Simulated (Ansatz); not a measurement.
**Relaxing GaGe3**

These are results of DFT r2SCAN, scalar-relativistic, plane waves, PAW in Ansatz 0.2.0, not measurements. Cutoff 500 eV, Γ-centred k mesh, Gaussian smearing, no spin polarisation in the final step.

The start is a database structure of GaGe3, space group Pm-3m (No. 221).

```
CELL_PARAMETERS angstrom
4.27847 0.00000 0.00000
0.00000 4.27847 0.00000
0.00000 0.00000 4.27847
ATOMIC_POSITIONS crystal
Ga 0.00000 0.00000 0.00000
Ge 0.00000 0.50000 0.50000
Ge 0.50000 0.00000 0.50000
Ge 0.50000 0.50000 0.00000
```

Steps on the 12×12×12 mesh (4 atoms). 4 of 5 steps are shown, and the free energy counts from the last. Trial steps that were taken back and renewals of the plane-wave basis can be among the rows.

```csv
step,ΔF (meV/atom),V (Å³/atom),P (GPa)
1,7.7,19.58,-2.66
2,0.6,18.41,1.07
3,-0.3,18.73,-0.11
5,0.0,18.70,-0.02
```

A final relaxation ran on a 12×12×12 mesh. The relaxed crystal, Pm-3m (No. 221):

```cif
data_structure
_symmetry_space_group_name_H-M 'Pm-3m'
_symmetry_Int_Tables_number 221
_cell_length_a 4.2132
_cell_length_b 4.2132
_cell_length_c 4.2132
_cell_angle_alpha 90.000
_cell_angle_beta 90.000
_cell_angle_gamma 90.000
_cell_volume 74.79
loop_
_atom_site_label
_atom_site_type_symbol
_atom_site_symmetry_multiplicity
_atom_site_Wyckoff_symbol
_atom_site_fract_x
_atom_site_fract_y
_atom_site_fract_z
_atom_site_occupancy
Ga1 Ga 1 a 0.00000 0.00000 0.00000 1
Ge1 Ge 3 c 0.00000 0.50000 0.50000 1
```

```
Volume per atom          : 18.70 Å³
Density                  : 6.39 g/cm³
Energy over the elements : 0.47 eV/atom
Gap on the 12×12×12 mesh : 0 eV (a metal)
```

Energies over the elements count from the elements' standard structures at the same level, with no empirical corrections.

The final run used a 12×12×12 mesh on its 4-atom cell and 0.10 eV smearing. For metals, differences of a few meV/atom aren't resolved.

A structure relaxed within its symmetry needn't be a true minimum.

Cost: 2 runs of about 2 core-minutes in all, on Arm Neoverse V2 (shared hosts).